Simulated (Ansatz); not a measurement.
Reaction: C2H3ClSi (SMILES Cl[SiH2]C#C) → SiH2Cl (SMILES Cl[SiH2], doublet) + C2H (SMILES [C]#C, doublet) (the C-Si bond breaks)
Each species at its own B3LYP-D3(BJ)/def2-TZVP minimum (Ansatz, an electronic-structure program).

Total energies in hartree (Ansatz). Radicals and triplets start from unrestricted determinants; spin-orbit coupling is neglected. Cores are frozen in correlated methods. No relativity. The UHF reference of C2H ([C]#C, doublet) is spin-contaminated (<S^2> up to 0.36 over the pure value in the sets run).

```csv
species,HF/cc-pV(T+d)Z,CCSD(T)/cc-pV(T+d)Z,HF/cc-pV(Q+d)Z,CCSD(T)/cc-pV(Q+d)Z,CCSD(T)/cc-pV(D+d)Z,CCSDT(Q)/cc-pV(D+d)Z
"1: C2H3ClSi (chloro(ethynyl)silane, SMILES C([SiH2]Cl)#C)",-825.97859,-826.65421,-825.99072,-826.71155,-826.46550,-826.46807
"2: SiH2Cl (SMILES [SiH2]Cl, doublet)",-749.64021,-749.98071,-749.64739,-750.01545,-749.86970,-749.87098
"3: C2H (SMILES [C]#C, doublet)",-76.17745,-76.46716,-76.18236,-76.48720,-76.39801,-76.40053
```

**Question.** Work out the bond dissociation energy (electronic) in kJ/mol: take Hartree-Fock from cc-pV(Q+d)Z, extrapolate the CCSD(T) correlation energy as X^-3 (X = 3, 4), and add CCSDT(Q) - CCSD(T) in cc-pV(D+d)Z. 1 hartree = 2625.5 kJ/mol.

**Answer.** 
Species 1: correlation (64·(-0.72083) - 27·(-0.67562))/37 = -0.75382; step -0.00257; E1 = -825.99072 + (-0.75382) + (-0.00257) = -826.74711
Species 2: correlation (64·(-0.36806) - 27·(-0.34050))/37 = -0.38817; step -0.00128; E2 = -749.64739 + (-0.38817) + (-0.00128) = -750.03684
Species 3: correlation (64·(-0.30484) - 27·(-0.28971))/37 = -0.31588; step -0.00252; E3 = -76.18236 + (-0.31588) + (-0.00252) = -76.50076
-1·E1 +1·E2 +1·E3 = 0.20951 hartree = 550.1 kJ/mol.
